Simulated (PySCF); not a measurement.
C3H3 (charge -1).
Bonds: C1–C2 (triple), C2–C3. Hydrogens: H4, H5, H6 on C3.

The same species was optimised twice, with GFN2-xTB and with PBE0-D3(BJ)/def2-SVP (PySCF), and the same property calculations (PySCF, gas phase) were run on both structures.

| coordinate | GFN2-xTB | PBE0-D3(BJ)/def2-SVP | change |
| --- | --- | --- | --- |
| C2–C3 (Å) | 1.492 | 1.462 | -0.030 |
| C1≡C2 (Å) | 1.228 | 1.250 | +0.022 |
| C3–H4 (Å) | 1.108 | 1.112 | +0.004 |
| C3–H6 (Å) | 1.108 | 1.112 | +0.004 |
| C3–H5 (Å) | 1.108 | 1.112 | +0.004 |
| H4–C3–H6 (°) | 106.6 | 105.3 | -1.3 |
| H4–C3–H5 (°) | 106.6 | 105.3 | -1.3 |
| H5–C3–H6 (°) | 106.6 | 105.3 | -1.3 |
| C2–C3–H6 (°) | 112.2 | 113.4 | +1.2 |
| C2–C3–H4 (°) | 112.2 | 113.4 | +1.2 |
| C2–C3–H5 (°) | 112.2 | 113.4 | +1.2 |
| C1–C2–C3 (°) | 179.9 | 179.8 | -0.1 |

Rotational constants: A = 158750, B = 9124, C = 9124 MHz (GFN2-xTB) against A = 160472, B = 9161, C = 9161 MHz (PBE0-D3(BJ)/def2-SVP). Point groups within 0.08 Å: C3v and C3v.

On the GFN2-xTB structure: HOMO (eV) -0.11 [PBE0/pcSseg-1]; LUMO (eV) 5.94 [PBE0/pcSseg-1]; GIAO shielding of C1 (ppm) 13.5 [PBE0/pcSseg-1]; GIAO shielding of C2 (ppm) 101.1 [PBE0/pcSseg-1]; GIAO shielding of C3 (ppm) 175.6 [PBE0/pcSseg-1].

**Question.** What do these properties become on the PBE0-D3(BJ)/def2-SVP structure?

**Answer.** 
```json
{"property": "HOMO (eV)", "level": "PBE0/pcSseg-1", "on GFN2-xTB": "-0.11", "on PBE0-D3(BJ)/def2-SVP": "-0.20", "change": "-0.09"}
{"property": "LUMO (eV)", "level": "PBE0/pcSseg-1", "on GFN2-xTB": "5.94", "on PBE0-D3(BJ)/def2-SVP": "5.94", "change": "0.00"}
{"property": "energy, GFN2-xTB geometry as zero (kcal/mol)", "level": "PBE0/pcSseg-1", "on GFN2-xTB": "0.0", "on PBE0-D3(BJ)/def2-SVP": "-0.5", "change": "-0.5"}
{"property": "GIAO shielding of C1 (ppm)", "level": "PBE0/pcSseg-1", "on GFN2-xTB": "13.5", "on PBE0-D3(BJ)/def2-SVP": "6.2", "change": "-7.3"}
{"property": "GIAO shielding of C2 (ppm)", "level": "PBE0/pcSseg-1", "on GFN2-xTB": "101.1", "on PBE0-D3(BJ)/def2-SVP": "97.1", "change": "-4.0"}
{"property": "GIAO shielding of C3 (ppm)", "level": "PBE0/pcSseg-1", "on GFN2-xTB": "175.6", "on PBE0-D3(BJ)/def2-SVP": "175.9", "change": "+0.3"}
```

The heavy atoms differ by 0.012 Å rms after alignment. Among all bonds C2–C3 changes most (-0.030 Å). Changes are differences of the printed values. Neither structure is proved a minimum here. Isolated species at its PBE0-D3(BJ)/def2-SVP geometry, gas phase.
